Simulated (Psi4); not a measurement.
Reaction (SMILES): P (PH3) → [PH2-] + H+
B3LYP-D3(BJ)/def2-TZVP geometries, fixed; electronic energies without zero-point terms.

Effect of the integral screening threshold at PBE/cc-pV(T+d)Z with Psi4, against the last row, where the deprotonation energy is 378.95 kcal/mol.

```csv
setting,largest shift of a total energy (mEh),shift of the deprotonation energy (kcal/mol)
ints_tolerance: 1e-6,0.000,0.000
ints_tolerance: 1e-8,0.000,0.000
ints_tolerance: 1e-10,0.000,0.000
ints_tolerance: 1e-14,0.000,0.000
```

Within 0.02 kcal/mol in the deprotonation energy: ints_tolerance: 1e-6; ints_tolerance: 1e-8; ints_tolerance: 1e-10. The largest shift is 0.000 mEh in a total energy and 0.000 kcal/mol in the difference.
